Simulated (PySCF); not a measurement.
Isomers of C4H4N2. Theory: PBE0-D3(BJ)/def2-SVP geometry optimisation, gas phase (PySCF). Energies are electronic, without zero-point or thermal terms, for one conformer each. No frequencies were run at this level. Point groups hold within 0.08 Å.

Question: Rank from lowest to highest electronic energy at this level (kcal/mol).
A. `c1cncnc1`
B. `[H]/N=C\C#C/C=N/[H]`
C. `C[C@H]1N=C1C#N`

Answer: A (0.0), C (59.2), B (71.0).

As drawn, the lowest has an aromatic ring, which the highest lacks; the highest has a C≡C bond, a C=N bond and an N–H bond, which the lowest lacks.

| SMILES | E (Eh) | E rel (kcal/mol) | dipole (D) | point group | A, B, C (MHz) |
| --- | --- | --- | --- | --- | --- |
| c1cncnc1 | -263.82998 | 0.0 | 2.28 | C2v | 6305, 6118, 3105 |
| C[C@H]1N=C1C#N | -263.73571 | 59.2 | 3.08 | C1 | 10398, 2208, 1944 |
| [H]/N=C\C#C/C=N/[H] | -263.71688 | 71.0 | 2.93 | Cs | 30625, 1348, 1292 |
